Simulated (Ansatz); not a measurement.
Geometry optimisation, Ansatz, RKS B3LYP-D4/def2-SVP.

input.yaml

```yaml
crystal:
  periodic: [false, false, false]
  atoms:
    - { symbol: Si, position_ang: [0.0, 0.0, 0.0] }
    - { symbol: Si, position_ang: [0.0, 0.0, 2.57] }
    - { symbol: H, position_ang: [-1.3148, -0.4067, 3.0574] }
    - { symbol: H, position_ang: [1.0096, -0.9353, 3.0574] }
    - { symbol: H, position_ang: [0.3052, 1.342, 3.0574] }
    - { symbol: H, position_ang: [1.3768, 0.0, -0.4862] }
    - { symbol: Si, position_ang: [-1.0456, 1.8115, -0.7393] }
    - { symbol: H, position_ang: [-2.4302, 1.478, -1.0607] }
    - { symbol: H, position_ang: [-1.0215, 2.8436, 0.2931] }
    - { symbol: H, position_ang: [-0.3743, 2.3069, -1.9374] }
    - { symbol: H, position_ang: [-0.6877, -1.1914, -0.4862] }
    - { symbol: H, position_ang: [-1.6702, 0.0053, 0.555] }
    - { symbol: H, position_ang: [-1.464, 0.0047, 1.5048] }
basis:
  gaussian: { orbitals: def2-SVP }
hamiltonian:
  xc: b3lyp
  dispersion: d4
relax:
  f_tol: 0.15
  max_steps: 25
  restrain:
    - { distance: [0, 11], at: 1.46, k: 30.0 }
    - { distance: [12, 1], at: 1.46, k: 30.0 }
    - { distance: [0, 1], at: 3.42, k: 30.0 }
    - { distance: [12, 11], at: 1.86, k: 30.0 }
```

Command:

```bash
$ ansatz run input.yaml --threads 2 --pin off --max-ram 3072MiB --backend cpu --events-out ev --progress --plain --runs-dir out
```

Question: Where does it end, and by what steps?

Answer: The forces met the threshold. The restraints hold the end off the free minimum. After 16 steps the energy has fallen by 3.033 eV (the restraints' own energy left out); H3 moved furthest, 1.53 Å.

| step | energy less start (eV) | largest force component (eV/Å) | accepted |
| --- | --- | --- | --- |
| 0 | 0.0000 | 3.892 | yes |
| 1 | 2.2145 | 4.049 | yes |
| 2 | 3.1358 | 2.052 | yes |
| 3 | 2.1070 | 2.556 | yes |
| 4 | 0.6525 | 1.965 | yes |
| 5 | -0.5191 | 1.565 | yes |
| 6 | -1.4416 | 1.371 | yes |
| 7 | -2.0202 | 1.649 | yes |
| 8 | -2.3711 | 1.652 | yes |
| 9 | -2.6128 | 1.490 | yes |
| 10 | -2.8201 | 1.101 | yes |
| 11 | -2.9269 | 1.002 | yes |
| 12 | -2.9600 | 0.779 | yes |
| 13 | -2.9835 | 0.876 | yes |
| 14 | -3.0107 | 0.706 | yes |
| 15 | -3.0317 | 0.663 | yes |
| 16 | -3.0334 | 0.632 | yes |

```xyz
13
Properties=species:S:1:pos:R:3
Si -0.402 -0.263 -0.467
Si -0.271 0.101 2.946
H -0.807 0.291 4.325
H 0.618 -1.095 2.929
H 0.503 1.311 2.553
H 0.886 -0.275 0.284
Si -1.100 1.947 -0.864
H -2.445 1.940 -1.513
H -1.187 2.716 0.412
H -0.136 2.629 -1.777
H -0.186 -0.951 -1.777
H -1.413 -0.970 0.332
H -1.376 -0.120 2.003
```

Time of the run: 42 s on 2 threads of Arm Neoverse V1, on a shared host, peak memory 0.22 GiB.
